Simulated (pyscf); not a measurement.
## Concerted two-bond exchange: `[CH3][O-]` + `[H][H]` → `[CH3][O-]` + `[H][H]`

Gas phase, singlet surface, charge -1. Bonds broken: C1–H6, H3–H7. Bonds formed: C1–H3, H6–H7. Single points on ωB97X-D3(BJ)/def2-SVPD structures (PySCF, gas phase).

Transition state (Å):

```xyz
7

C      0.2861     0.3768    -0.2238
O      1.1212     1.1947    -0.5776
H     -1.9569    -0.8595    -0.3264
H     -0.5001     0.5982     0.5263
H      0.2448    -0.6582    -0.6201
H     -0.7087    -1.5198     1.2072
H     -1.3775    -1.2270     0.4520
```

One imaginary mode, 682i cm⁻¹; descent along it reached the two sides named.

```json
[
 {"bond": "C1–H6", "change": "breaks", "reactant side (Å)": "1.140", "saddle": "2.576", "product side": "3.4"},
 {"bond": "H3–H7", "change": "breaks", "reactant side (Å)": "0.764", "saddle": "1.038", "product side": "2.428"},
 {"bond": "C1–H3", "change": "forms", "reactant side (Å)": "3.4", "saddle": "2.563", "product side": "1.141"},
 {"bond": "H6–H7", "change": "forms", "reactant side (Å)": "2.313", "saddle": "1.050", "product side": "0.764"}
]
```

Electronic energies relative to the separated reactants (eV):

| level | barrier | reaction energy | reverse barrier |
|---|---|---|---|
| ωB97X-D3(BJ)/def2-TZVPD | 1.52 | 0.00 | 1.52 |
| PBE/def2-TZVPD | 1.25 | 0.00 | 1.25 |
| r²SCAN/def2-TZVPD | 1.33 | 0.00 | 1.33 |
| B3LYP-D3(BJ)/def2-TZVPD | 1.33 | 0.00 | 1.33 |
| PBE0-D3(BJ)/def2-TZVPD | 1.39 | 0.00 | 1.39 |
| M06-2X/def2-TZVPD | 1.59 | 0.00 | 1.59 |
| ωB97M-D3(BJ)/def2-TZVPD | 1.42 | 0.00 | 1.42 |
| HF/def2-TZVPD | 1.65 | 0.00 | 1.65 |

With ωB97M-D3(BJ)/def2-TZVPD energies and thermal terms (ideal gas, 1 atm, RRHO with modes under 100 cm⁻¹ raised to 100, one conformer, R ln 2 for chiral ones without a mode under 150 cm⁻¹), in eV:

| T (K) | ΔH‡ | ΔG‡ | ΔH | ΔG |
|---|---|---|---|---|
| 298 | 1.29 | 1.57 | 0.00 | 0.00 |
| 600 | 1.30 | 1.85 | 0.00 | 0.00 |
| 900 | 1.32 | 2.12 | 0.00 | 0.00 |
| 1200 | 1.35 | 2.39 | 0.00 | 0.00 |

One saddle was located; it need not be the lowest between these sides.
